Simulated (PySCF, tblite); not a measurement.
# CH₂F₂: bond homolysis, part 3 of 3

tblite 0.8.0 and PySCF 2.14.0. Atoms count from 0. The steps go on from the part before.

## 29. Single point (F radical): HF/ma-def2-TZVP

Geometry: atom.

The job: settings as JSON, then the geometry in Å.

```
{"job": {"kind": "sp", "xc": "HF", "basis": "ma-def2-TZVP", "grid": 2}, "charge": 0, "multiplicity": 2}
F      0.000000     0.000000     0.000000
```

Log:

```text
final grid: 11608 points
cycle   1  E = -99.4001503268  dE = -3.410e-01  |g| = 1.903e-01  |ddm| = 4.710e-01
cycle   2  E = -99.4105364678  dE = -1.039e-02  |g| = 7.015e-02  |ddm| = 7.757e-02
cycle   3  E = -99.4117783379  dE = -1.242e-03  |g| = 2.018e-02  |ddm| = 2.985e-02
cycle   4  E = -99.4119795980  dE = -2.013e-04  |g| = 5.347e-03  |ddm| = 1.134e-02
cycle   5  E = -99.4120060132  dE = -2.642e-05  |g| = 1.412e-03  |ddm| = 5.349e-03
cycle   6  E = -99.4120080503  dE = -2.037e-06  |g| = 2.498e-04  |ddm| = 1.710e-03
cycle   7  E = -99.4120081170  dE = -6.667e-08  |g| = 3.928e-05  |ddm| = 2.965e-04
cycle   8  E = -99.4120081181  dE = -1.062e-09  |g| = 2.121e-06  |ddm| = 3.843e-05
converged SCF energy = -99.4120081181
```

It took 0.06 s on 1 thread of Arm Neoverse V1, shared host.

## 30. Single point (CH2F radical): HF/ma-def2-TZVP

Geometry: PBE0-D3(BJ)/def2-SVP.

The job: settings as JSON, then the geometry in Å.

```
{"job": {"kind": "sp", "xc": "HF", "basis": "ma-def2-TZVP", "grid": 2}, "charge": 0, "multiplicity": 2}
C      0.138475     0.143315    -0.002271
F      1.256470    -0.554306    -0.138111
H     -0.102460     0.449620     1.018964
H     -0.173207     0.705193    -0.886297
```

Log:

```text
final grid: 33560 points
cycle   1  E = -138.4084503675  dE =  3.533e-02  |g| = 3.383e-01  |ddm| = 9.216e-01
cycle   2  E = -138.4543715088  dE = -4.592e-02  |g| = 1.906e-01  |ddm| = 2.853e-01
cycle   3  E = -138.4664750435  dE = -1.210e-02  |g| = 4.210e-02  |ddm| = 8.371e-02
cycle   4  E = -138.4679619743  dE = -1.487e-03  |g| = 1.677e-02  |ddm| = 4.184e-02
cycle   5  E = -138.4683472761  dE = -3.853e-04  |g| = 7.612e-03  |ddm| = 2.421e-02
cycle   6  E = -138.4684657649  dE = -1.185e-04  |g| = 2.537e-03  |ddm| = 1.763e-02
cycle   7  E = -138.4684779139  dE = -1.215e-05  |g| = 8.087e-04  |ddm| = 5.621e-03
cycle   8  E = -138.4684790352  dE = -1.121e-06  |g| = 2.337e-04  |ddm| = 1.706e-03
cycle   9  E = -138.4684791264  dE = -9.122e-08  |g| = 7.114e-05  |ddm| = 5.505e-04
cycle  10  E = -138.4684791345  dE = -8.100e-09  |g| = 2.551e-05  |ddm| = 1.579e-04
converged SCF energy = -138.4684791345
```

It took 0.32 s on 1 thread of Arm Neoverse V1, shared host.

## 31. Single point (CHF₂ radical): HF/ma-def2-TZVP

Geometry: PBE0-D3(BJ)/def2-SVP.

The job: settings as JSON, then the geometry in Å.

```
{"job": {"kind": "sp", "xc": "HF", "basis": "ma-def2-TZVP", "grid": 2}, "charge": 0, "multiplicity": 2}
F     -1.069888    -0.729409    -0.053556
C      0.006418     0.029734    -0.079760
F      1.111993    -0.686305    -0.101077
H     -0.025891     0.834415    -0.830194
```

Log:

```text
final grid: 39792 points
cycle   1  E = -237.2642499473  dE =  3.588e-01  |g| = 4.855e-01  |ddm| = 1.112e+00
cycle   2  E = -237.3459831921  dE = -8.173e-02  |g| = 2.819e-01  |ddm| = 4.600e-01
cycle   3  E = -237.3715711716  dE = -2.559e-02  |g| = 5.269e-02  |ddm| = 1.261e-01
cycle   4  E = -237.3739794718  dE = -2.408e-03  |g| = 2.077e-02  |ddm| = 6.896e-02
cycle   5  E = -237.3746014089  dE = -6.219e-04  |g| = 8.194e-03  |ddm| = 4.427e-02
cycle   6  E = -237.3747333454  dE = -1.319e-04  |g| = 3.217e-03  |ddm| = 2.192e-02
cycle   7  E = -237.3747531763  dE = -1.983e-05  |g| = 1.017e-03  |ddm| = 8.064e-03
cycle   8  E = -237.3747548494  dE = -1.673e-06  |g| = 3.192e-04  |ddm| = 1.995e-03
cycle   9  E = -237.3747550132  dE = -1.637e-07  |g| = 1.000e-04  |ddm| = 6.734e-04
cycle  10  E = -237.3747550298  dE = -1.658e-08  |g| = 3.120e-05  |ddm| = 2.210e-04
cycle  11  E = -237.3747550315  dE = -1.705e-09  |g| = 1.129e-05  |ddm| = 7.470e-05
converged SCF energy = -237.3747550315
```

It took 0.73 s on 1 thread of Arm Neoverse V1, shared host.

## 32. Bond homolysis: HF/ma-def2-TZVP

This step combines the energies above: geometries from PBE0-D3(BJ)/def2-SVP, zero-point and thermal terms from PBE0-D3(BJ)/def2-SVP.

The job: settings as JSON, then the geometry in Å.

```
{"job": {"kind": "bd", "cap": 8, "geom": {"xc": "PBE0", "basis": "def2-SVP", "d3": "d3bj", "grid": 1}, "hess": 1, "level": {"xc": "HF", "basis": "ma-def2-TZVP"}}, "charge": 0, "multiplicity": 1}
F     -1.081210    -0.728732    -0.071616
C      0.002471     0.063385     0.001114
F      1.110160    -0.688056    -0.120308
H      0.015103     0.565683     0.984590
H     -0.029258     0.792292    -0.828069
```

Output (the driver's rows laid out field by field):

```text
homolysis bond by bond, HF/ma-def2-TZVP // PBE0-D3(BJ)/def2-SVP

row 1
  atoms                   0 1
  elements                F C
  length                  1.3443
  fragments               formula F, charge 0, multiplicity 2, smiles [F], kept yes, pieces 1; formula CH2F, charge 0, multiplicity 2, smiles [CH2]F, kept yes, pieces 1, point_group Cs, largest_spin C 1.052
  electronic              336.02
  zero_kelvin             314.2
  enthalpy                320.29
  free_energy             275.57

row 2
  atoms                   1 3
  elements                C H
  length                  1.1044
  fragments               formula CHF2, charge 0, multiplicity 2, smiles F[CH]F, kept yes, pieces 1, point_group Cs, largest_spin C 0.923; formula H, charge 0, multiplicity 2, smiles [H], kept yes, pieces 1
  electronic              351.57
  zero_kelvin             315.67
  enthalpy                321.84
  free_energy             284.79
```

Run time: 1.7 s. Hardware: 1 thread of Arm Neoverse V1, shared host.

Some single points behind these values are not shown above.

Dissociation energies (kJ/mol, gas phase, 298 K for the thermal columns):

| bond | fragments | electronic | enthalpy | free energy |
| --- | --- | --- | --- | --- |
| F0–C1 | [F] + [CH2]F | 336.0 | 320.3 | 275.6 |
| C1–H3 | F[CH]F + [H] | 351.6 | 321.8 | 284.8 |

## 33. What came out

This closing draws on all 3 parts.

| quantity | value |
| --- | --- |
| strongest single infrared mode (GFN2-xTB) | 1063 cm⁻¹, 208 km/mol |
| zero-point energy (GFN2-xTB) | 19.2 kcal/mol |
| point group | C2v |
| rotational constants (main isotopes) | 50.30, 10.68, 9.36 GHz |
| surface potential, 1st and 99th percentile | -0.80 V and 1.35 V |
| bond enthalpy (ΔH), F0–C1 (M06-2X/def2-TZVP) | 502.0 kJ/mol |
| bond enthalpy (ΔH), C1–H3 (M06-2X/def2-TZVP) | 417.6 kJ/mol |
| bond enthalpy (ΔH), F0–C1 (CCSD(T)/ma-def2-TZVP) | 487.2 kJ/mol |
| bond enthalpy (ΔH), C1–H3 (CCSD(T)/ma-def2-TZVP) | 412.9 kJ/mol |
| bond enthalpy (ΔH), F0–C1 (MP2/ma-def2-TZVP) | 518.4 kJ/mol |
| bond enthalpy (ΔH), C1–H3 (MP2/ma-def2-TZVP) | 407.8 kJ/mol |
| bond enthalpy (ΔH), F0–C1 (HF/ma-def2-TZVP) | 320.3 kJ/mol |
| bond enthalpy (ΔH), C1–H3 (HF/ma-def2-TZVP) | 321.8 kJ/mol |

**Reading.** All 9 modes are real, so the xTB geometry is a minimum. Unscaled tight-binding wavenumbers are off by several per cent, some by more. Its intensities can rank the bands wrongly. The optimisation took 3 steps and gained 0.005 eV; among the close pairs (by a distance rule), C1–H4 changed most, from 1.099 to 1.104 Å (PBE0/def2-SVP). At M06-2X/def2-TZVP the bond enthalpy (ΔH) runs from 417.6 kJ/mol (C1–H3) to 502.0 kJ/mol (F0–C1). At CCSD(T)/ma-def2-TZVP the bond enthalpy (ΔH) runs from 412.9 kJ/mol (C1–H3) to 487.2 kJ/mol (F0–C1). At MP2/ma-def2-TZVP the bond enthalpy (ΔH) runs from 407.8 kJ/mol (C1–H3) to 518.4 kJ/mol (F0–C1). At HF/ma-def2-TZVP the bond enthalpy (ΔH) runs from 320.3 kJ/mol (F0–C1) to 321.8 kJ/mol (C1–H3). Hartree-Fock lacks correlation, so its bond and fragment energies are far off.
